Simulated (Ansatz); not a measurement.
**AlH₄+ (triplet): wave-function methods side by side, cc-pVTZ**

An exercise on one series of results from a longer session: the logs are not shown, and one member is left open.

Program: Ansatz 0.2.0, Gaussian basis. Level of theory: cc-pVTZ, core rule «outside noble gas», up to 5 orbitals frozen. These are calculated values, not measurements.

To be run: UHF; CCSD(T) on ROHF; CCSD(T) on UHF; BCCD(T) on ROHF; CCSDT(Q) on ROHF; CCSDT(Q) on UHF; CASSCF and MRCISD+Q, 6 electrons in 8 orbitals; CASSCF and NEVPT2, 6 electrons in 8 orbitals.

7 further runs of the same task are left out: 3 for a known fault of the program, 4 set aside as unsound or not needed.

## The geometry

The geometry is a PBE0/def2-TZVP stationary point (not a proven minimum).

5 atoms, charge 1, spin multiplicity 3.

Atoms are counted from 1 here; the program's logs count them from 0.

Bond lengths: Al1–H2 1.663 Å, Al1–H3 1.663 Å, Al1–H4 1.663 Å, Al1–H5 1.663 Å. Angles: H2–Al1–H3 135.7°, H2–Al1–H4 64.5°, H2–Al1–H5 135.7°, H3–Al1–H4 135.7°, H3–Al1–H5 64.5°, H4–Al1–H5 135.7°.

The first run:

in.yaml reads:

```yaml
crystal:
  periodic: [false, false, false]
  atoms:
    - {symbol: Al, position_ang: [0.000000, 0.000000, 0.000000]}
    - {symbol: H, position_ang: [0.621180, 1.410429, 0.625916]}
    - {symbol: H, position_ang: [-0.624953, -1.407416, 0.628935]}
    - {symbol: H, position_ang: [-0.629895, 1.403521, -0.632699]}
    - {symbol: H, position_ang: [0.633669, -1.406534, -0.622152]}
basis:
  gaussian: {orbitals: cc-pVTZ}
total_charge: 1
magnetization: {spin_polarized: true, initial_magnetization: 2}
hamiltonian: {xc: hf}
output: {orbitals: {seedname: orbitals}}
```

Run with:

```console
> ansatz run in.yaml --threads 1 --pin off --events-out ev --progress --plain --max-ram 4096MiB --backend cpu
```

Steps of the session up to this table: UHF; CCSD(T) on ROHF; CCSD(T) on UHF; BCCD(T) on ROHF; CCSDT(Q) on ROHF; CCSDT(Q) on UHF; CASSCF and MRCISD+Q, 6 electrons in 8 orbitals; CASSCF and NEVPT2, 6 electrons in 8 orbitals.

One of the session's tables, all rows but one given; the rest of the session is left out.

```
          method  from UCCSDT(Q) (meV)
            ROHF               +3321.7
             UHF               +2924.9
            RMP2                +745.0
            UMP2                     ?
           RCCSD                 +88.8
           UCCSD                 +79.1
        RCCSD(T)                 +22.1
        UCCSD(T)                 +22.1
         BCCD(T)                 +22.3
          RCCSDT                  +1.6
          UCCSDT                  +1.3
       RCCSDT(Q)                  +0.4
       UCCSDT(Q)                     0
  CASSCF valence               +1722.3
  NEVPT2 valence                +504.0
  MRCISD valence                 +69.1
MRCISD+Q valence                 +10.3
```

**Question.** Estimate the row for UMP2.

As computed: from UCCSDT(Q) (meV): +794.4. In the column «from UCCSDT(Q) (meV)» it lies between RMP2 (+745.0) and CASSCF valence (+1722.3).

To keep in mind: Restricted and unrestricted rows rest on different reference determinants; where their highest levels disagree by more than a few hundredths of an eV, they describe different states and don't form one ladder.
